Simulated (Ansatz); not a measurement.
**Loss of CH4: C3H6F → C2H2F + CH4**

Species: C3H6F `[CH2]CCF`, doublet; C2H2F `C=[C]F`, doublet; CH4 `C`, singlet. This is a balance of energies; it says nothing on the path, which may need atoms to shift.

Shapes, held fixed at every level: PBE0-D4/def2-TZVP. Flexible molecules stand in one conformer, not always the lowest. Programs: Ansatz 0.2.0. The zero-point and thermal change to 298 K, harmonic and unscaled (PBE0-D4/def2-TZVP), is -11.1 kJ/mol.

**Question.** Estimate ΔH(298 K) of this reaction.

**Answer.** B2PLYP/def2-TZVPP gives ΔH(298 K) = +112.9 kJ/mol; the levels span +105.8 to +142.3. The median of the levels is +122.7. No measured value is set beside it here. Spin contamination: C2H2F (⟨S²⟩ up to 0.93). Open shells run unrestricted. Times are processor times on shared x86 and Arm servers, and rough.

```tsv
level	kind	ΔH(298 K) (kJ/mol)	CPU time (sum over the molecules)
HF/def2-TZVPP	Hartree–Fock	+105.8	–
SPW92/def2-TZVPP	LDA	+142.3	6.4 s
r2SCAN-D4/def2-TZVPP	meta-GGA	+120.3	28 s
B3LYP-D4/def2-TZVPP	global hybrid	+112.0	17 s
BHLYP-D4/def2-TZVPP	global hybrid	+130.6	16 s
PBE0-D4/def2-TZVPP	global hybrid	+131.4	14 s
wB97M-V/def2-TZVPP	range-separated hybrid	+125.1	48 s
B2PLYP/def2-TZVPP	double hybrid	+112.9	23 s
```
